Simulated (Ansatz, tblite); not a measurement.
Removing and adding an electron: AlH2Et (C₂H₇Al). The state is a singlet with charge 0. Geometry: PBE0-D4/def2-TZVP. Ansatz, gas phase; energy differences of separate SCF runs; the oxidised species was run as a doublet alone; the reduced species was run as a doublet alone.

```xyz
10

Al   -0.0853   -1.5948   -0.4820
H     0.0314   -1.8832   -2.0436
H     0.3277   -2.7449    0.5387
C    -0.6595    0.1652    0.1641
C     0.5061    1.1582    0.2762
H    -1.1447    0.0592    1.1407
H    -1.4188    0.5713   -0.5139
H     0.1726    2.1384    0.6298
H     1.2714    0.8117    0.9773
H     0.9993    1.3189   -0.6872
```

The xTB rows come from tblite. Correlated methods freeze 7 core orbitals. HOMO above LUMO, or a gap near zero within one spin, warns that the state may not be the lowest or that an electron is smeared out.

| level | −HOMO (eV) | vertical IE (eV) | −LUMO (eV) | vertical EA (eV) | HOMO–LUMO gap (eV) | IE − EA (eV) | remarks |
| --- | --- | --- | --- | --- | --- | --- | --- |
| GFN1-xTB | 11.12 | 14.24 | 5.65 | 2.61 | 5.48 | 11.62 | – |
| GFN2-xTB | 10.24 | 13.41 | 5.87 | 2.85 | 4.37 | 10.56 | – |
| HF/def2-TZVPD | – | – | – | -0.81 | – | – | HOMO above zero (-1 doublet) |
| HF/def2-TZVPP | – | 8.94 | – | – | – | – | – |
| PBE-D4/def2-TZVP | 6.28 | 9.44 | 2.12 | – | 4.16 | – | gap within one spin near zero (+1 doublet) |
| PBE-D4/def2-TZVPD | 6.29 | – | 2.14 | 0.06 | 4.15 | – | HOMO above zero (-1 doublet) |
| r2SCAN-D4/def2-TZVP | 6.52 | 9.50 | 1.77 | – | 4.75 | – | – |
| r2SCAN-D4/def2-TZVPD | 6.52 | – | 1.77 | 0.03 | 4.75 | – | HOMO above zero (-1 doublet) |
| PBE0-D4/def2-TZVP | 7.52 | 9.65 | 1.35 | – | 6.17 | – | – |
| PBE0-D4/def2-TZVPD | 7.52 | – | 1.37 | -0.03 | 6.15 | – | HOMO above zero (-1 doublet) |
| MP2/def2-TZVPD | – | – | – | -0.34 | – | – | HOMO above zero (-1 doublet) |
| MP2/def2-TZVPP | – | 10.00 | – | – | – | – | – |
| CCSD/def2-TZVPD | – | – | – | -0.28 | – | – | HOMO above zero (-1 doublet) |
| CCSD/def2-TZVPP | – | 9.85 | – | – | – | – | – |
| CCSD(T)/def2-TZVPD | – | – | – | -0.22 | – | – | HOMO above zero (-1 doublet) |
| CCSD(T)/def2-TZVPP | – | 9.89 | – | – | – | – | – |

   A HOMO above zero means that the electron is unbound at that level or that self-interaction error raises the level; the energy of removing that electron tells which. Raw xTB energy differences between charge states are shifted by several eV; the methods need an empirical correction for them. A negative affinity means that the extra electron isn't bound; its size then hangs on the basis.
